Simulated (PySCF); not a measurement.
## Frontier levels across methods

2,2-dimethylbutane, C6H14.
Cartesian coordinates in Å at the PBE0-D3(BJ)/def2-SVP level; atoms count from 1:
```xyz
20
C6H14 angstrom
C      2.0739   -0.6063    0.1119
C      0.9870    0.1062   -0.6787
C     -0.4202    0.1377   -0.0503
C     -1.3471    0.8962   -1.0033
C     -0.9583   -1.2824    0.1416
C     -0.3943    0.8618    1.2981
H      2.2312   -0.1501    1.1013
H      1.8405   -1.6704    0.2696
H      3.0349   -0.5607   -0.4225
H      1.3003    1.1493   -0.8629
H      0.9028   -0.3594   -1.6769
H     -0.9978    1.9297   -1.1582
H     -2.3733    0.9443   -0.6054
H     -1.3912    0.4057   -1.9889
H     -0.9637   -1.8369   -0.8108
H     -0.3554   -1.8554    0.8625
H     -1.9920   -1.2602    0.5219
H      0.2216    0.3287    2.0383
H      0.0100    1.8817    1.1933
H     -1.4103    0.9457    1.7156
```

Basis pcSseg-1 throughout (PySCF), one geometry. Isolated species at its PBE0-D3(BJ)/def2-SVP geometry, gas phase.

Problem. How do the orbital energies, the gap and the dipole change with the method?

Solution. 
```
   method                    kind  HOMO (eV)  LUMO (eV)  gap (eV)  μ (D)  SCF cycles
     BLYP                     GGA      -7.26       0.51      7.77   0.05          12
     OPBE                     GGA      -7.30       0.86      8.16   0.04          13
      PBE                     GGA      -7.35       0.49      7.84   0.05          12
    B97-D                     GGA      -7.36       0.65      8.01   0.05          13
      LDA                     LDA      -7.43       0.25      7.68   0.05          12
      KT2                     GGA      -7.45       0.34      7.78   0.06          13
     BP86                     GGA      -7.45       0.54      7.99   0.05          13
      KT3                     GGA      -7.49       0.40      7.89   0.05          12
    B97-2           global hybrid      -8.44       1.36      9.80   0.05          12
    B3LYP           global hybrid      -8.49       1.00      9.50   0.05          12
     PBE0           global hybrid      -8.69       1.32     10.01   0.05          12
 mPW1PW91           global hybrid      -8.72       1.36     10.08   0.05          12
BHandHLYP           global hybrid      -9.98       2.01     11.99   0.05          12
CAM-B3LYP  range-separated hybrid     -10.10       2.16     12.26   0.05          12
  wB97X-D  range-separated hybrid     -10.58       3.10     13.68   0.05          12
  LC-wPBE  range-separated hybrid     -11.43       3.51     14.94   0.04          11
       HF            Hartree–Fock     -11.96       4.20     16.16   0.04           9
```

The HOMO spans 4.70 eV, from BLYP down to HF, and the gap runs from 7.68 eV (LDA) to 16.16 eV (HF). Over the methods BLYP (0 %), OPBE (0 %), PBE (0 %), B97-D (0 %), LDA (0 %), KT2 (0 %), BP86 (0 %), KT3 (0 %), B97-2 (21 %), B3LYP (20 %), PBE0 (25 %), mPW1PW91 (25 %), BHandHLYP (50 %), HF (100 %), a straight line through the gap against the share of exact exchange rises by 0.83 eV for each 10 % (correlation coefficient 0.999). The dipole ranges from 0.04 D (LC-wPBE) to 0.06 D (KT2). This basis has no diffuse functions.

The vertical ΔSCF ionisation energy at CAM-B3LYP/def2-SVPD is 10.80 eV; −ε(HOMO) comes closest to it with wB97X-D (10.58 eV).
